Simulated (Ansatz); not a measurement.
# Scan of HB–CH2, triplet

Starting geometry (PBE0/def2-TZVP stationary point for this spin, not checked as a minimum):

```csv
atom,x (Å),y (Å),z (Å)
B,0.0000,-0.1667,0.8218
C,0.0000,0.0690,-0.6707
H,0.0000,0.6438,1.6981
H,0.0000,1.0623,-1.1234
H,0.0000,-0.7400,-1.3974
```

From there C2, H4, H5 move together along the line of the two atoms named below, all else staying in place; atoms are numbered as listed. Energies are in kJ/mol, counted from the starting geometry at the same level.

Basis cc-pVDZ; Ansatz 0.2.0. Only valence electrons are correlated (noble-gas cores frozen). R marks a restricted (for open shells ROHF) determinant, U an unrestricted one.

Unrestricted rows (U) aren't spin-pure: their determinants' ⟨S²⟩ exceeds S(S+1) by up to 0.49, so they mix in states of higher spin. For open shells CISD is restricted-active-space CI with the open shells as a complete middle space. A value is left out where its run failed or describes another state than the reference as far as symmetry and spin tell, or, spin-broken singlets apart, can't be checked.

Full CI isn't at hand for all of this; UCCSDT(Q) serves as the reference, and is uncertain by about the last step of the cluster series. The frozen core follows each run's orbitals, which can shift R against U totals by a few meV.

| distance B1-C2 (Å) | UCCSDT(Q) | error RHF | error UHF | error UMP2 | error CISD | error UCCSD | error RCCSDT(Q) |
| --- | --- | --- | --- | --- | --- | --- | --- |
| 1.217 | 256.4 | -9.0 | -8.6 | -4.6 | -3.4 | -1.2 | 0.0 |
| 1.358 | 60.5 | -5.4 | -5.0 | -2.8 | -2.1 | -0.8 | 0.0 |
| 1.511 | 0.0 | 0.0 | 0.0 | 0.0 | 0.0 | 0.0 | 0.0 |
| 1.692 | 25.2 | 7.6 | 6.4 | 4.4 | 3.3 | 1.4 | 0.0 |
| 1.853 | 84.4 | 15.1 | 12.2 | 9.4 | 6.8 | 2.9 | 0.0 |
| 2.125 | 200.5 | 30.6 | 19.8 | 24.5 | 14.5 | 6.1 | 0.1 |
| 2.404 | 302.6 | 54.5 | 6.1 | 50.5 | 26.2 | 8.6 | 0.2 |
| 2.775 | – | – | – | – | – | – | – |
| 3.252 | 409.9 | -14.8 | -43.2 | 40.7 | 8.5 | -3.2 | 0.0 |
| 4.115 | 411.5 | -21.1 | -41.6 | 45.4 | 6.0 | -4.4 | -0.1 |
| 5.174 | 411.8 | -22.0 | – | 45.9 | 5.8 | -4.5 | -0.1 |

Errors are those of relative energies. In total energy the starting point itself misses UCCSDT(Q) by: RHF 569.7, UHF 561.4, UMP2 100.6, CISD 47.3, UCCSD 15.4, RCCSDT(Q) 0.1 kJ/mol.

Spread of the error over the points with a reference, to 5.174 Å (largest less smallest): RCCSDT(Q) 0.3, UCCSD 13.1, CISD 29.6, UMP2 55.2, UHF 63.0 (9 of 10 points), RHF 76.4 kJ/mol.

Going outwards, the relative energy of UMP2 first misses by more than 4.2 kJ/mol (1 kcal/mol) at 1.692 Å.

Going outwards, the relative energy of CISD first misses by more than 4.2 kJ/mol (1 kcal/mol) at 1.853 Å.

Going outwards, the relative energy of UCCSD first misses by more than 4.2 kJ/mol (1 kcal/mol) at 2.125 Å.
